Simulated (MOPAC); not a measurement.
MOPAC input (PM7):

```
PM7 FORCE THERMO(298,298) PRECISE LET GEO-OK AUX(PRECISION=9) THREADS=1
C2H6O

C     0.00464115 1    1.17833005 1   -0.21444850 1
O     0.00659734 1    0.00275158 1    0.57341008 1
C    -0.00944730 1   -1.18032522 1   -0.20298445 1
H     0.01808570 1    1.97838156 1    0.53666474 1
H     0.89854393 1    1.23295569 1   -0.84263144 1
H    -0.90270752 1    1.24381519 1   -0.82196179 1
H    -0.00551706 1   -1.97316720 1    0.55588667 1
H    -0.91756236 1   -1.24087893 1   -0.80989376 1
H     0.88371596 1   -1.25173859 1   -0.83056370 1
```

From the last part of the output:

```
     H    9   0.454803   0.467869   4.140704

          HEAT OF FORMATION =     -45.002756 KCALS/MOLE

          ZERO POINT ENERGY      45.077 KCAL/MOL

           NORMAL COORDINATE ANALYSIS (Total motion = 1 Angstrom)

   Root No.       1         2         3         4         5         6         7         8

                 1 A2      1 B1      1 A1      2 A1      1 B2      2 A2      2 B1      2 B2

                 132.1     187.2     442.7    1014.1    1043.2    1072.8    1084.0    1233.4

           1   -0.0000   -0.0000   -0.0308    0.0972   -0.0150   -0.0000   -0.0000   -0.1364
           2    0.0000    0.0000   -0.0545    0.0462    0.0360    0.0000    0.0000   -0.0184
           3   -0.0117   -0.0244   -0.0000   -0.0000    0.0000   -0.0396   -0.0356    0.0000
           4   -0.0000    0.0000   -0.0383   -0.0297   -0.0001   -0.0000    0.0000    0.1625
           5   -0.0000   -0.0000    0.0578    0.0448   -0.0001   -0.0000   -0.0000    0.1078
           6    0.0000    0.0531    0.0000    0.0000    0.0000   -0.0000    0.0304   -0.0000
           7    0.0000   -0.0000    0.0622   -0.0803    0.0273    0.0000   -0.0000   -0.0700
           8   -0.0000    0.0000    0.0071   -0.0716   -0.0278   -0.0000    0.0000   -0.1185
           9    0.0117   -0.0244   -0.0000   -0.0000   -0.0000    0.0396   -0.0356   -0.0000
          10    0.0000   -0.0000    0.1010    0.3050    0.2124    0.0000    0.0000   -0.0845
          11   -0.0000    0.0000   -0.0900   -0.0218   -0.0328   -0.0000   -0.0000    0.0098
          12    0.1493   -0.1862   -0.0000   -0.0000   -0.0000    0.0632    0.0674   -0.0000
          13   -0.0208   -0.0324   -0.0839    0.0129   -0.1064    0.1909    0.1818   -0.0504
          14    0.1386   -0.1242   -0.1041   -0.0262   -0.0617    0.0115    0.0084    0.0696
          15   -0.0953    0.0280    0.0006    0.0061    0.0032    0.0536    0.0577   -0.0265
          16    0.0208    0.0324   -0.0839    0.0129   -0.1064   -0.1909   -0.1818   -0.0504
          17   -0.1386    0.1242   -0.1041   -0.0262   -0.0617   -0.0115   -0.0084    0.0696
          18   -0.0953    0.0280   -0.0006   -0.0061   -0.0032    0.0536    0.0577    0.0265
          19   -0.0000   -0.0000    0.0436   -0.0985    0.0524   -0.0000    0.0000   -0.0238
          20    0.0000    0.0000   -0.1280   -0.2895    0.2084    0.0000   -0.0000   -0.0816
          21   -0.1493   -0.1862   -0.0000   -0.0000    0.0000   -0.0632    0.0674    0.0000
          22   -0.1196   -0.1270    0.1286    0.0192   -0.0982   -0.0849    0.0784    0.0445
          23    0.0731    0.0185    0.0368   -0.0221   -0.0740   -0.1714    0.1642   -0.0735
          24    0.0953    0.0280   -0.0006   -0.0061    0.0032   -0.0536    0.0577   -0.0265
          25    0.1196    0.1270    0.1286    0.0192   -0.0982    0.0849   -0.0784    0.0445
          26   -0.0731   -0.0185    0.0368   -0.0221   -0.0740    0.1714   -0.1642   -0.0735
          27    0.0953    0.0280    0.0006    0.0061   -0.0032   -0.0536    0.0577    0.0265

   Root No.       9        10        11        12        13        14        15        16

                 3 A1      3 A2      3 B1      3 B2      4 A1      4 B2      5 A1      4 A2

                1239.3    1288.4    1295.4    1297.0    1305.7    1379.2    1394.6    2653.0

           1    0.0299   -0.0000   -0.0000    0.0064   -0.0025   -0.0268    0.0402   -0.0000
           2   -0.0394    0.0000    0.0000   -0.0210   -0.0188   -0.0022    0.0003    0.0000
           3   -0.0000   -0.0202   -0.0202   -0.0000    0.0000   -0.0000   -0.0000   -0.0279
           4   -0.0359    0.0000   -0.0000   -0.0089    0.0048   -0.0099   -0.0039    0.0000
           5    0.0541    0.0000    0.0000   -0.0059   -0.0072   -0.0066    0.0059    0.0000
           6    0.0000    0.0000   -0.0026   -0.0000   -0.0000    0.0000   -0.0000    0.0000
           7    0.0247    0.0000   -0.0000   -0.0168    0.0183   -0.0124   -0.0159    0.0000
           8   -0.0428   -0.0000    0.0000    0.0141   -0.0051   -0.0238   -0.0369   -0.0000
           9   -0.0000    0.0202   -0.0202    0.0000    0.0000    0.0000   -0.0000    0.0279
          10   -0.1292    0.0000    0.0000    0.0930    0.0880    0.1398   -0.1531   -0.0000
          11    0.0108   -0.0000   -0.0000   -0.0316   -0.0294   -0.0419    0.0446    0.0000
          12    0.0000    0.2132    0.2097   -0.0000   -0.0000   -0.0000    0.0000   -0.0155
          13    0.1222   -0.0611   -0.0635   -0.0405   -0.0629    0.1476   -0.1343   -0.0892
          14    0.0764   -0.1152   -0.1156    0.1506    0.1458    0.0316   -0.0385    0.1058
          15   -0.0058    0.0277    0.0257   -0.1036   -0.1079    0.0550   -0.0502    0.1816
          16    0.1222    0.0611    0.0635   -0.0405   -0.0629    0.1476   -0.1343    0.0892
          17    0.0764    0.1152    0.1156    0.1506    0.1458    0.0316   -0.0385   -0.1058
          18    0.0058    0.0277    0.0257    0.1036    0.1079   -0.0550    0.0502    0.1816
          19    0.0403   -0.0000    0.0000    0.0071   -0.0072    0.0158    0.0185    0.0000
          20    0.1232    0.0000   -0.0000    0.0980   -0.0925    0.1451    0.1583   -0.0000
          21    0.0000   -0.2132    0.2097    0.0000   -0.0000    0.0000    0.0000    0.0155
          22   -0.1179    0.1299   -0.1312    0.1230   -0.1098    0.0865    0.0877   -0.0628
          23   -0.0828    0.0115   -0.0136   -0.0959    0.1146    0.1237    0.1087    0.1234
          24    0.0058   -0.0277    0.0257   -0.1036    0.1079    0.0550    0.0502   -0.1816
          25   -0.1179   -0.1299    0.1312    0.1230   -0.1098    0.0865    0.0877    0.0628
          26   -0.0828   -0.0115    0.0136   -0.0959    0.1146    0.1237    0.1087   -0.1234
          27   -0.0058   -0.0277    0.0257    0.1036   -0.1079   -0.0550   -0.0502   -0.1816

   Root No.      17        18        19        20        21

                 4 B1      5 B2      6 A1      7 A1      6 B2

                2653.9    2658.1    2661.1    2747.9    2748.4

           1   -0.0000    0.0032   -0.0024    0.0100   -0.0098
           2    0.0000   -0.0242    0.0246    0.0024   -0.0024
           3   -0.0277   -0.0000    0.0000    0.0000    0.0000
           4   -0.0000   -0.0012   -0.0008    0.0012   -0.0033
           5    0.0000   -0.0008    0.0012   -0.0018   -0.0022
           6   -0.0020   -0.0000    0.0000   -0.0000    0.0000
           7   -0.0000   -0.0210   -0.0217   -0.0061   -0.0060
           8    0.0000    0.0124    0.0118   -0.0083   -0.0081
           9   -0.0277    0.0000    0.0000    0.0000   -0.0000
          10   -0.0000    0.0600   -0.0601   -0.0400    0.0417
          11    0.0000    0.2140   -0.2154   -0.1693    0.1702
          12   -0.0154    0.0000   -0.0000   -0.0000    0.0000
          13   -0.0905   -0.0471    0.0476   -0.0562    0.0552
          14    0.1050    0.0445   -0.0436    0.0691   -0.0693
          15    0.1810    0.1084   -0.1076    0.1297   -0.1288
          16    0.0905   -0.0471    0.0476   -0.0562    0.0552
          17   -0.1050    0.0445   -0.0436    0.0691   -0.0693
          18    0.1810   -0.1084    0.1076   -0.1297    0.1288
          19   -0.0000    0.2205    0.2218    0.1716    0.1731
          20    0.0000   -0.0280   -0.0285   -0.0290   -0.0278
          21   -0.0154   -0.0000   -0.0000   -0.0000   -0.0000
          22    0.0615    0.0227    0.0217   -0.0418   -0.0424
          23   -0.1242   -0.0607   -0.0608    0.0787    0.0779
          24    0.1810    0.1084    0.1076   -0.1297   -0.1288
          25   -0.0615    0.0227    0.0217   -0.0418   -0.0424
          26    0.1242   -0.0607   -0.0608    0.0787    0.0779
          27    0.1810   -0.1084   -0.1076    0.1297    0.1288

           MASS-WEIGHTED COORDINATE ANALYSIS (NORMAL COORDINATES)

   Root No.       1         2         3         4         5         6         7         8

                 1 A2      1 B1      1 A1      2 A1      1 B2      2 A2      2 B1      2 B2

                 132.1     187.2     442.7    1014.1    1043.2    1072.8    1084.0    1233.4

           1   -0.0000   -0.0000   -0.2015    0.4687   -0.1193   -0.0000   -0.0000   -0.4486
           2    0.0000    0.0000   -0.3571    0.2227    0.2857    0.0000    0.0000   -0.0605
           3   -0.1004   -0.1898   -0.0000   -0.0000    0.0000   -0.3031   -0.2750    0.0000
           4   -0.0000    0.0000   -0.2897   -0.1653   -0.0011   -0.0000    0.0000    0.6168
           5   -0.0000   -0.0000    0.4369    0.2492   -0.0008   -0.0000   -0.0000    0.4091
           6    0.0000    0.4760    0.0000    0.0000    0.0000   -0.0000    0.2711   -0.0000
           7    0.0000   -0.0000    0.4074   -0.3875    0.2168    0.0000   -0.0000   -0.2302
           8   -0.0000    0.0000    0.0467   -0.3452   -0.2210   -0.0000    0.0000   -0.3897
           9    0.1004   -0.1898   -0.0000   -0.0000   -0.0000    0.3031   -0.2750   -0.0000
          10    0.0000   -0.0000    0.1915    0.4262    0.4883    0.0000    0.0000   -0.0805
          11   -0.0000    0.0000   -0.1707   -0.0305   -0.0753   -0.0000   -0.0000    0.0093
          12    0.3701   -0.4192   -0.0000   -0.0000   -0.0000    0.1402    0.1509   -0.0000
          13   -0.0516   -0.0729   -0.1591    0.0180   -0.2446    0.4236    0.4067   -0.0480
          14    0.3434   -0.2796   -0.1975   -0.0367   -0.1419    0.0256    0.0187    0.0663
          15   -0.2363    0.0631    0.0011    0.0085    0.0074    0.1189    0.1292   -0.0252
          16    0.0516    0.0729   -0.1591    0.0180   -0.2446   -0.4236   -0.4067   -0.0480
          17   -0.3434    0.2796   -0.1975   -0.0367   -0.1419   -0.0256   -0.0187    0.0663
          18   -0.2363    0.0631   -0.0011   -0.0085   -0.0074    0.1189    0.1292    0.0252
          19   -0.0000   -0.0000    0.0828   -0.1377    0.1206   -0.0000    0.0000   -0.0227
          20    0.0000    0.0000   -0.2428   -0.4045    0.4791    0.0000   -0.0000   -0.0778
          21   -0.3701   -0.4192   -0.0000   -0.0000    0.0000   -0.1402    0.1509    0.0000
          22   -0.2963   -0.2860    0.2438    0.0268   -0.2259   -0.1883    0.1755    0.0424
          23    0.1811    0.0416    0.0697   -0.0308   -0.1701   -0.3803    0.3674   -0.0700
          24    0.2363    0.0631   -0.0011   -0.0085    0.0074   -0.1189    0.1292   -0.0252
          25    0.2963    0.2860    0.2438    0.0268   -0.2259    0.1883   -0.1755    0.0424
          26   -0.1811   -0.0416    0.0697   -0.0308   -0.1701    0.3803   -0.3674   -0.0700
          27    0.2363    0.0631    0.0011    0.0085   -0.0074   -0.1189    0.1292    0.0252

   Root No.       9        10        11        12        13        14        15        16

                 3 A1      3 A2      3 B1      3 B2      4 A1      4 B2      5 A1      4 A2
```
